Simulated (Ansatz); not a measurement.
Frontier orbitals of BH₅SSi (`BS[SiH3]`).

The species carries charge 0 and has multiplicity 1. Geometry: relaxed with PBE0-D4/def2-TZVP. Basis def2-TZVPP, Ansatz 0.2.0.

```
functional  HOMO (eV)  LUMO (eV)  gap (eV)
       PBE      -7.16      -2.53      4.63
      BLYP      -6.97      -2.34      4.63
      PBE0      -8.27      -1.58      6.69
     B3LYP      -8.02      -1.76      6.26
   r2SCANh      -7.81      -1.89      5.92
 CAM-B3LYP      -9.52      -0.47      9.05
   ωB97M-V     -10.41       0.36     10.77
```

**Question.** What is the vertical ionisation energy at frozen-core CCSD(T)/CBS(def2)? (An estimate is asked.)

**Answer.** Ansatz gave: 10.60 eV (T1 of the cation 0.022).

Against PBE, PBE0 changes HOMO and LUMO by −1.11 and +0.95 eV, ωB97M-V by −3.25 and +2.88 eV. A gap of 4.63 eV thus becomes 10.76 eV for the same molecule, so an orbital gap means little without its functional. A positive LUMO is unbound and depends on the basis. −ε(HOMO) differs from that ionisation energy by −3.44 eV with PBE and −0.20 eV with ωB97M-V.

B3LYP here is the variant with VWN-RPA as its local correlation; programs differ in this.
